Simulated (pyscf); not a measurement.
Substitution at C: Cl–C(Cl)(Cl)–Cl (SMILES ClC(Cl)(Cl)Cl) + F• (SMILES [F]) → Cl• (SMILES [Cl]) + F–C(Cl)(Cl)–Cl (SMILES FC(Cl)(Cl)Cl)

Gas phase, doublet surface, charge 0. Bonds broken: Cl1–C2. Bonds formed: C2–F6. Single points on ωB97X-D3(BJ)/def2-SVP structures (PySCF, gas phase).

Transition state (Å):

```xyz
6

Cl     0.2052     2.4179    -0.0794
C      0.2175     0.1850    -0.1311
Cl     0.2783     0.3893     1.5891
Cl    -1.2850    -0.0538    -0.9054
Cl     1.6633    -0.0354    -1.0115
F      0.2549    -1.5625     0.6084
```

One imaginary mode, 1687i cm⁻¹; descent along it reached the two sides named, in the forms told below.

```csv
bond,change,reactant side (Å),saddle,product side
Cl1–C2,breaks,1.765,2.234,3.5
C2–F6,forms,2.9,1.898,1.333
```

Electronic energies relative to the separated reactants (eV):

```
level                   barrier  reaction energy  reverse barrier
----------------------  -------  ---------------  ---------------
ωB97X-D3(BJ)/def2-TZVP     1.79            -1.55             3.34
PBE/def2-TZVP              0.36            -1.77             2.13
r²SCAN/def2-TZVP           0.80            -1.68             2.48
B3LYP-D3(BJ)/def2-TZVP     1.11            -1.66             2.77
PBE0-D3(BJ)/def2-TZVP      1.34            -1.57             2.90
M06-2X/def2-TZVP           1.80            -1.65             3.45
ωB97M-D3(BJ)/def2-TZVP     1.70            -1.63             3.33
HF/def2-TZVP               4.20            -1.29             5.49
```

With ωB97M-D3(BJ)/def2-TZVP energies and thermal terms (ideal gas, 1 atm, RRHO with modes under 100 cm⁻¹ raised to 100, one conformer, R ln 2 for chiral ones without a mode under 150 cm⁻¹), in eV:

| T (K) | ΔH‡ | ΔG‡ | ΔH | ΔG |
|---|---|---|---|---|
| 298 | 1.68 | 1.98 | -1.60 | -1.62 |
| 600 | 1.67 | 2.28 | -1.61 | -1.64 |
| 900 | 1.66 | 2.59 | -1.62 | -1.66 |
| 1200 | 1.64 | 2.91 | -1.62 | -1.67 |

On the reactant side the descent ends in what is likely a three-electron adduct, which functionals tend to overbind, 0.22 eV under the separated species and 2.01 eV under the saddle at ωB97X-D3(BJ)/def2-TZVP. One saddle was located; it need not be the lowest between these sides. The angle at the attacked C is 156°. Left out: orbital degeneracy and the spin-orbit lowering of Cl, F.
